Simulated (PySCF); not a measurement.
Species: HPS.
SMILES: `P=S`

Computed with PBE0-D3(BJ)/def2-TZVP geometry optimisation, gas phase (PySCF 2.14.0).

Take the most abundant isotopes and a rigid rotor. 

Task: What are A, B and C (GHz)?

Result: Ia = 1.92, Ib = 59.71, Ic = 61.63 u·Å²; 505379 MHz·u·Å²/I gives 262871, 8464 and 8200 MHz, that is A = 262.87, B = 8.4639, C = 8.1999 GHz.

Task: Classify the top.

Result: A near-prolate asymmetric top: κ = (2 × 8464 − 262871 − 8200)/(262871 − 8200) = -1.00.

Task: Which types of transition are allowed, and where do some lines up to J = 5 fall?

Result: The dipole components are |μa| = 1.27 D, |μb| = 0.54 D, |μc| = 0.00 D; the mirror of this Cs structure is the ab plane, so μc vanishes by symmetry and there are no c-type lines. The squared components, which scale the intensities, stand as 1.00 : 0.18 (a : b). Some lines, for components of 0.1 D or more:

| type | branch | J(Ka,Kc) | MHz | lower level (cm⁻¹) |
| --- | --- | --- | --- | --- |
| a | Q | 4(1,3) ← 4(1,4) | 2640 | 14.005 |
| a | Q | 5(1,4) ← 5(1,5) | 3960 | 16.762 |
| a | R | 1(0,1) ← 0(0,0) | 16664 | 0.000 |
| a | R | 2(1,1) ← 1(1,0) | 33592 | 9.051 |
| a | R | 3(2,2) ← 2(2,1) | 49991 | 35.630 |
| a | R | 3(1,2) ← 2(1,1) | 50387 | 10.171 |
| a | R | 4(0,4) ← 3(0,3) | 66653 | 3.335 |
| a | R | 4(3,2) ← 3(3,1) | 66655 | 79.750 |
| a | R | 4(3,1) ← 3(3,0) | 66655 | 79.750 |
| a | R | 5(4,1) ← 4(4,0) | 83319 | 141.407 |
| a | R | 5(3,2) ← 4(3,1) | 83319 | 81.973 |
| b | Q | 3(1,2) ← 3(0,3) | 255332 | 3.335 |
| b | Q | 4(1,3) ← 4(0,4) | 255862 | 5.558 |
| b | R | 4(1,4) ← 3(0,3) | 319875 | 3.335 |
| b | R | 5(1,5) ← 4(0,4) | 335879 | 5.558 |
| b | Q | 5(2,3) ← 5(1,4) | 761645 | 16.894 |
| b | Q | 4(2,2) ← 4(1,3) | 762301 | 14.093 |
| b | R | 2(2,1) ← 1(1,0) | 796813 | 9.051 |
| b | R | 2(2,0) ← 1(1,1) | 797077 | 9.042 |
| b | R | 3(2,1) ← 2(1,2) | 814006 | 10.145 |
| b | R | 5(2,3) ← 4(1,4) | 848263 | 14.005 |
| b | Q | 4(3,1) ← 4(2,2) | 1272693 | 39.521 |
| b | Q | 3(3,0) ← 3(2,1) | 1272695 | 37.297 |
| b | R | 3(3,0) ← 2(2,1) | 1322687 | 35.630 |
| b | Q | 5(4,2) ← 5(3,3) | 1781773 | 84.752 |
| b | R | 4(4,0) ← 3(3,1) | 1848429 | 79.750 |
| b | R | 5(5,1) ← 4(4,0) | 2374171 | 141.407 |

Task: Estimate the classical rotational partition function at 200 K, 298.15 K and 500 K.

Result: Point group Cs, symmetry number σ = 1; q = (√π/σ)·√((kT/h)³/(ABC)), k/h = 20836.6 MHz/K: 3530 at 200 K, 6430 at 298.15 K, 14000 at 500 K.

PBE0-D3(BJ)/def2-TZVP frequencies: not computed here. These are rigid-rotor constants of the computed structure; measured ground-state constants (B0) also hold zero-point vibration.
